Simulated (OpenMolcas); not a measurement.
**How methods differ on BNH3 (SMILES [BH]N)**

BNH3: 5 atoms, total charge 0, spin state doublet. As SMILES, `[BH]N`. The shape is that of a GFN2-xTB optimisation. This is one conformer, not always the lowest.

```jsonl
{"atom": "B", "x (Å)": "0.7058", "y (Å)": "-0.3416", "z (Å)": "0.5400"}
{"atom": "N", "x (Å)": "-0.1687", "y (Å)": "0.4034", "z (Å)": "-0.2106"}
{"atom": "H", "x (Å)": "0.5367", "y (Å)": "-1.4869", "z (Å)": "0.7238"}
{"atom": "H", "x (Å)": "-1.0067", "y (Å)": "0.0361", "z (Å)": "-0.6531"}
{"atom": "H", "x (Å)": "-0.0671", "y (Å)": "1.3891", "z (Å)": "-0.4000"}
```

Each level gives the energy change with the B1–N2 bond stretched from 1.372 to 2.058 Å (eV). The values are calculated.

```
             level                   kind     program  value (eV)  less FCI/STO-3G  CPU time (all runs)
       ROHF/STO-3G           Hartree–Fock  OpenMolcas        5.07            +0.54                4.8 s
     USVWN5/STO-3G                    LDA  OpenMolcas        4.48            -0.05                9.6 s
       UPBE/STO-3G                    GGA  OpenMolcas        4.17            -0.36                 12 s
   U-r2SCAN/STO-3G               meta-GGA  OpenMolcas        4.40            -0.13                 16 s
    UM06-2X/STO-3G        hybrid meta-GGA  OpenMolcas        4.75            +0.22                 16 s
CASSCF(3,3)/STO-3G         multireference  OpenMolcas        4.43            -0.10                  6 s
  ROCCSD(T)/STO-3G  coupled cluster or CI  OpenMolcas        4.64            +0.11                5.2 s
        FCI/STO-3G     exact in the basis  OpenMolcas        4.53             0.00                 35 s
```

FCI/STO-3G is exact within its basis and frozen core, so for wave-function methods in that basis the difference is their error; functionals converge differently with the basis, so for them it is only a difference. The first shape isn't each level's own minimum. The values span 4.17 to 5.07 eV. Spin contamination of the reference (⟨S²⟩ at least 0.1 too high) touches UPBE/STO-3G, U-r2SCAN/STO-3G. All rows use very small basis sets, so even the best lies far from the true value. Times are those of the runs behind each value, whatever else they computed, on shared processors of several kinds: orders of magnitude only.
